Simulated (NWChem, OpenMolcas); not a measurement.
How basis sets differ on SiHF (SMILES F[SiH])

The species is SiHF (3 atoms), meant as a singlet with charge 0. As SMILES, `F[SiH]`. The coordinates come from a PBE0-D4/def2-TZVP relaxation.

```xyz
3

F    -1.0902    0.0244   -0.6023
Si    0.1868    0.6294    0.1738
H     0.8924   -0.7186    0.4153
```

Quantity: the dipole moment, in D. The values are calculated.

| level | kind | program | value (D) | CPU time |
| --- | --- | --- | --- | --- |
| SVWN5/pcseg-1 | LDA | NWChem | 0.97 | 4.9 s |
| SVWN5/6-311+G** | LDA | NWChem | 1.17 | 3.2 s |
| SVWN5/6-311++G(2d,2p) (DKH2) | LDA | NWChem | 1.01 | 8.8 s |
| SVWN5/def2-TZVP | LDA | NWChem | 0.92 | 7.1 s |
| SVWN5/def2-TZVPPD | LDA | OpenMolcas | 0.91 | 29 s |

The values span 0.91 to 1.17 D. Magnitudes only. CPU times are rough (shared hosts, several kinds of processor and program).
